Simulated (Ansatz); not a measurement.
Species: P₂, charge 1, doublet. P2+ (parent SMILES P#P, doublet).
B3LYP-D3(BJ)/def2-TZVP minimum from Ansatz (a first-principles code):
```xyz
2

P      0.0000     0.0000    -0.9881
P      0.0000     0.0000     0.9881
```
Charge +1, spin multiplicity 2.

Total energies in aug-cc-pV(D+d)Z, 9 correlated electrons, 10 frozen orbitals. Open shells are spin-unrestricted; no spin-orbit coupling. Correlated methods leave the cores frozen. No relativity. The UHF reference of P2+ (parent SMILES P#P, doublet) is spin-contaminated (<S^2> up to 0.43 over the pure value in the sets run). The determinant of P2+ (parent SMILES P#P, doublet) is a saddle point of the SCF energy; a lower one exists, which strains HF and MP2.

```
method    program  energy (Eh)  minus CCSDT(Q) (mEh)
--------  -------  -----------  --------------------
HF         Ansatz   -681.13565                238.31
MP2        Ansatz   -681.32758                 46.39
CCSD       Ansatz   -681.35883                 15.14
CCSD(T)    Ansatz   -681.37121                  2.76
CCSDT(Q)   Ansatz   -681.37397                  0.00
```

Rough core times of Ansatz's runs on a shared machine: CCSD(T) 50 s, CCSDT(Q) 2 min.
